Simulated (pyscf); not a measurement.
Addition across a multiple bond or ene-type step: H₂C=CH–CH=CH₂ + NH₃ -> H₂C=CH–CH(CH₃)–NH₂

Gas phase, singlet surface, charge 0. Bonds broken: N11–H12. Bonds formed: C1–H12, C2–N11. Optimised with ωB97X-D3(BJ)/def2-SVP in PySCF.

Transition state (Å):

```xyz
14

C      1.0397    -0.3427    -0.0044
C     -0.2094     0.3199     0.4605
C     -1.3848     0.2875    -0.4684
C     -2.6490     0.0581    -0.1033
H      1.4464    -1.0766     0.7068
H      0.9556    -0.7775    -1.0130
H     -0.5222     0.0908     1.4926
H     -1.1392     0.4144    -1.5320
H     -2.9227    -0.0909     0.9476
H     -3.4528    -0.0154    -0.8422
N      0.3083     1.8517     0.5625
H      1.2844     1.3989     0.2495
H      0.2679     2.2864     1.4912
H     -0.1015     2.4854    -0.1325
```

One imaginary mode, 962i cm⁻¹; descent along it reached the two sides named.

| bond | change | reactant side (Å) | saddle | product side |
|---|---|---|---|---|
| N11–H12 | breaks | 1.021 | 1.121 | 2.6 |
| C1–H12 | forms | 4.6 | 1.777 | 1.101 |
| C2–N11 | forms | 3.5 | 1.620 | 1.465 |

Electronic energies relative to the separated reactants (kcal/mol):

```tsv
level	barrier	reaction energy	reverse barrier
ωB97X-D3(BJ)/def2-TZVP	57.0	-17.3	74.3
PBE/def2-TZVP	51.9	-12.5	64.5
r²SCAN/def2-TZVP	54.9	-14.0	68.9
B3LYP-D3(BJ)/def2-TZVP	58.1	-11.9	70.0
PBE0-D3(BJ)/def2-TZVP	52.9	-17.2	70.1
M06-2X/def2-TZVP	57.4	-15.6	72.9
ωB97M-D3(BJ)/def2-TZVP	56.9	-15.0	71.9
HF/def2-TZVP	75.6	-9.5	85.0
```

With ωB97M-D3(BJ)/def2-TZVP energies and thermal terms (ideal gas, 1 atm, RRHO with modes under 100 cm⁻¹ raised to 100, one conformer, R ln 2 for rigid chiral ones), in kcal/mol:

| T (K) | ΔH‡ | ΔG‡ | ΔH | ΔG |
|---|---|---|---|---|
| 298 | 55.5 | 65.8 | -12.2 | -1.7 |
| 600 | 55.6 | 76.2 | -12.1 | +9.1 |
| 900 | 56.3 | 86.3 | -11.4 | +19.6 |
| 1200 | 57.1 | 96.2 | -10.4 | +29.8 |

This is the saddle that the search found; another between the same sides may lie lower.
